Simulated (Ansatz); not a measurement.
Basis-set extrapolation for C$_{4}$H$_{7}$FO (`CC/C(O)=C/F`) (PBE0-D4/def2-TZVP geometry, frozen core, Ansatz). Multiplicity 1, RHF reference.

|  | def2-TZVPP | def2-QZVPP |
| --- | --- | --- |
| HF | -329.958792 | -329.973903 |
| MP2 correlation | -1.153430 | -1.239830 |
| CCSD(T) correlation | -1.236509 | not run |

Energies in hartree. Use E(X) = E(∞) + A·exp(−7.88·√X) for Hartree–Fock and E(X) = E(∞) + B·X^(−2.97) for correlation, with X = 3 and 4, and add CCSD(T) minus MP2 of the smaller set to the MP2 limit.

Question: What is the CCSD(T) energy at the basis-set limit?

Answer: HF limit: -329.973903 + (-0.015111) × 0.13774 = -329.97598. MP2 limit: -1.239830 + (-0.086400) × 0.74074 = -1.30383. Higher-order term: -1.236509 − (-1.153430) = -0.08308. Total: -331.36289 hartree, 4.56 eV below CCSD(T)/def2-TZVPP.
